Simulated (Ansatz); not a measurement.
Basis-set extrapolation for C$_{3}$H$_{3}$F$_{3}$, SMILES `C=C(F)C(F)F` (PBE0-D4/def2-TZVP geometry, frozen core, the Gaussian-basis code of Ansatz). Multiplicity 1, RHF reference.

```
                      def2-TZVPP   def2-QZVPP
                 HF  -413.813603  -413.831475
    MP2 correlation    -1.218608    -1.322582
CCSD(T) correlation    -1.284310      not run
```

Energies in hartree. Use E(X) = E(∞) + A·exp(−7.88·√X) for Hartree–Fock and E(X) = E(∞) + B·X^(−2.97) for correlation, with X = 3 and 4, and add CCSD(T) minus MP2 of the smaller set to the MP2 limit.

What is the CCSD(T) energy at the basis-set limit?

HF limit: -413.831475 + (-0.017872) × 0.13774 = -413.83394. MP2 limit: -1.322582 + (-0.103974) × 0.74074 = -1.39960. Higher-order term: -1.284310 − (-1.218608) = -0.06570. Total: -415.29924 hartree, 126.3 kcal/mol below CCSD(T)/def2-TZVPP.
